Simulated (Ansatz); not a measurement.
`C[Si]Cl` + H₂S → `C[Si]S` + HCl at 400 K and 1 bar (ligand exchange at the Si–Cl bond).

Computed with Ansatz on PBE0-D4/def2-TZVP structures; ΔE is electronic, products minus reactants. CCSD(T)/CBS adds triple-zeta CCSD(T) − MP2 to the extrapolated MP2 energy (def2 sets, frozen cores). This one scheme is used for every species. One conformer a species, not always the lowest.

```tsv
species	CCSD(T)/CBS energy (Eh)	H − E (kJ/mol)	S (J/(mol·K))
`C[Si]Cl`	-788.72093	118.9	318.8
H₂S	-398.97279	53.4	215.9
`C[Si]S`	-727.30578	144.8	328.3
HCl	-460.38127	29.6	195.4
```

H − E and S are ideal-gas, rigid-rotor, harmonic terms from PBE0-D4/def2-TZVP, for one conformer and one mirror image of each species. 1 Eh = 2625.50 kJ/mol, R = 8.31446 J/(mol·K).

Question: By hand: ΔE, ΔH, ΔS and ΔG.

Answer: ΔE = (-727.30578) + (-460.38127) − (-788.72093) − (-398.97279) = 0.00667 Eh = 17.5 kJ/mol. Δ(H − E) = 144.8 + 29.6 − 118.9 − 53.4 = 2.1, so ΔH = 19.6 kJ/mol. ΔS = 328.3 + 195.4 − 318.8 − 215.9 = -11.0 J/(mol·K). ΔG = 19.6 − 400 × (-11.0)/1000 = 24.0 kJ/mol.

Question: By hand: the equilibrium constant, and the temperature at which ΔG would vanish if ΔH and ΔS stayed fixed.

Answer: log₁₀ K = −ΔG/(RT ln 10) = -3.1. ΔH and −TΔS have one sign here, so there is no such temperature.

The number of gas molecules stays the same, so ΔS is small and ΔH decides. A doubt of 5 kJ/mol in ΔE shifts log₁₀ K by 0.7 here. Other conformers and mirror images would add mixing entropy, several J/(mol·K) or more a flexible species. These are equilibria of isolated gas molecules and say nothing of rates. Largest T1 diagnostic: 0.014 (customary marks: 0.02 for closed shells, 0.045 for open ones).

ΔS is within the doubt of such terms, so its sign, and with it that verdict, could turn.
